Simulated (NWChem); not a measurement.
LiF; SMILES [Li][F]

Computed with NWChem. Pople sets run with spherical d functions. Geometry: optimised at PBE0/def2-SVP. Level TPSS/6-31G*: single points from the atomic guess with DIIS by default; each run changes one setting, and all converged runs end within 0.3 mHa of each other.

**Question.** Which setting needs the most SCF iterations, or fails (level shift of 0.5 Ha throughout; DIIS on 3 Fock matrices; defaults; DIIS on 20 Fock matrices; occupation smearing of 0.005 Ha; core-Hamiltonian guess)?

**Answer.** level shift of 0.5 Ha throughout, with 30 against 7 for the defaults.
```tsv
setting	SCF iterations
defaults	7
occupation smearing of 0.005 Ha	7
DIIS on 20 Fock matrices	7
core-Hamiltonian guess	11
DIIS on 3 Fock matrices	8
level shift of 0.5 Ha throughout	30
```
